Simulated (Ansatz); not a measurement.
Crystal: O₃F, ReO3 type, 4 atoms in the cell.

Method: PBE, plane waves, PAW datasets (generated soft set 1) (Ansatz 0.2.0 development build).

Cutoff 420 eV; k-mesh 29×29×29 Γ-centred; Fermi–Dirac smearing of 0.0612 eV; no spin polarisation.

```tsv
V (Å³/atom)	a (Å)	E − E(min) (meV/atom)	P (GPa)
12.793	3.7126	3.99	2.48
13.060	3.7382	0.97	1.17
13.326	3.7635	0.00	0.01
13.593	3.7884	0.87	-1.04
13.859	3.8130	3.38	-1.96
14.126	3.8373	7.34	-2.79
```

Task: Fit a third-order Birch–Murnaghan equation of state to the energies.

Result: V₀ = 13.328 Å³/atom (a₀ = 3.764 Å), B₀ = 55.1 GPa, B₀′ = 4.76.

The published all-electron PBE values for this crystal (mean of FLEUR and WIEN2k, k-spacing 0.06 Å⁻¹; Bosoni et al., Nat. Rev. Phys. 6, 45 (2024)) are V₀ = 13.331 Å³/atom, B₀ = 54.9 GPa, B₀′ = 4.71.

The stress includes the program's correction for the finite plane-wave basis.

This cubic structure is a model: it isn't the usual form of the substance at ambient conditions, and such phases are metastable or hypothetical. Spin polarisation is left out, and a magnetic state may lie lower.
